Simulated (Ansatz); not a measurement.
# SiH₂O (triplet): from Hartree-Fock to the top rungs, def2-TZVPP

An exercise on one series of results from a longer session: the logs are not shown, and one member is left open.

The runs use Ansatz 0.2.0, Gaussian basis; def2-TZVPP, core rule «outside noble gas», up to 6 orbitals frozen.

To be run: UHF; ROHF; CCSD(T) on UHF.

2 further runs of the same task are left out: 2 set aside as unsound or not needed.

## The system

The geometry is a PBE0/def2-TZVP stationary point (not a proven minimum).

4 atoms, charge 0, spin multiplicity 3.

Atoms are counted from 1 here; the program's logs count them from 0.

Bond lengths: Si1–O2 1.676 Å, Si1–H3 1.466 Å, Si1–H4 1.466 Å. Angles: O2–Si1–H3 114.7°, O2–Si1–H4 114.7°, H3–Si1–H4 130.6°.

The first run:

File in.yaml:

```yaml
crystal:
  periodic: [false, false, false]
  atoms:
    - {symbol: Si, position_ang: [0.000000, 0.000000, 0.554993]}
    - {symbol: O, position_ang: [0.000000, 0.000000, -1.121434]}
    - {symbol: H, position_ang: [0.000000, 1.331946, 1.168229]}
    - {symbol: H, position_ang: [0.000000, -1.331946, 1.168229]}
basis:
  gaussian: {orbitals: def2-TZVPP}
magnetization: {spin_polarized: true, initial_magnetization: 2}
hamiltonian: {xc: hf}
output: {orbitals: {seedname: orbitals}}
```

Run with:

```console
$ ansatz run in.yaml --threads 1 --pin off --events-out ev --progress --plain --max-ram 4096MiB --backend cpu
```

Among the steps run: UHF; ROHF; CCSD(T) on UHF.

One table of the session follows, with a row left open; its other results are not shown here.

It belongs to the step «Misses and costs». 

```
  method  from UCCSD(T) (kJ/mol)
    ROHF                  +904.7
     UHF                       ?
    UMP2                  +112.1
   UCCSD                   +27.7
UCCSD(T)                       0
```

Estimate the missing values for UHF.

As computed: from UCCSD(T) (kJ/mol): +880.7. In the column «from UCCSD(T) (kJ/mol)» it lies between UMP2 (+112.1) and ROHF (+904.7).

With the free atoms at the same levels and basis (separate runs), the atomisation energy is 9.364 eV at UCCSD(T), 6.749 eV at ROHF.
